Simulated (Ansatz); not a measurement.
**SVWN5/def2-SV(P) (accuracy low, exact exchange 0.05) run of F2OS (thionyl fluoride)**

We compute a structure relaxation of F2OS (thionyl fluoride). 

Program for the calculation: Ansatz 0.2.0.

## 1. The system as given

The species is F2OS (4 atoms), typed as a singlet with charge 0. As SMILES, `O=S(F)F`. The shape is that of a PBE0-D4/def2-TZVP optimisation. The run starts from this shape.

Bond lengths: O1–S2 1.419 Å, S2–F3 1.588 Å, S2–F4 1.588 Å. Angles: O1–S2–F3 106.5°, O1–S2–F4 106.4°, F3–S2–F4 93.0°.

## 2. A structure relaxation at SVWN5/def2-SV(P) (accuracy low, exact exchange 0.05)

Input file job.yaml:

```yaml
crystal:
  periodic: [false, false, false]
  atoms:
    - {symbol: O, position_ang: [0.932400, 0.066600, -1.017800]}
    - {symbol: S, position_ang: [-0.151300, -0.426200, -0.245700]}
    - {symbol: F, position_ang: [-1.124400, 0.804200, 0.000400]}
    - {symbol: F, position_ang: [0.343300, -0.444600, 1.263100]}
basis:
  gaussian:
    orbitals: def2-SV_P_.json
magnetization:
  spin_polarized: false
  initial_magnetization: 0
hamiltonian:
  xc: {name: SVWN5, exx: 0.05}
accuracy: low
relax:
  escape_saddle: false
output: {orbitals: {seedname: orbitals}}
```

The basis set def2-SV(P) is read from a file made from the Basis Set Exchange's data (not shown).

Started as:

```console
$ ansatz run job.yaml --threads 1 --pin off --max-ram 2610MiB --events-out events.jsonl --progress --plain --runs-dir runs
```

**Question.** What will come out? Wanted: total energy at the end; dipole moment; HOMO energy; LUMO energy; HOMO–LUMO gap.

Answer, from the run:

At SVWN5/def2-SV(P) (accuracy low, exact exchange 0.05):

| quantity | value |
| --- | --- |
| total energy at the end | -669.79647 Eh |
| dipole moment | 1.71 D |
| HOMO energy | -8.43 eV |
| LUMO energy | -2.24 eV |
| HOMO–LUMO gap | 6.19 eV |

At the final geometry: Bond lengths: O1–S2 1.444 Å, S2–F3 1.620 Å, S2–F4 1.620 Å. Angles: O1–S2–F3 106.6°, O1–S2–F4 106.6°, F3–S2–F4 92.7°. The optimisation took 5 steps and changed the energy by -0.057 eV. The accuracy setting is loose, so the last digits carry no meaning.
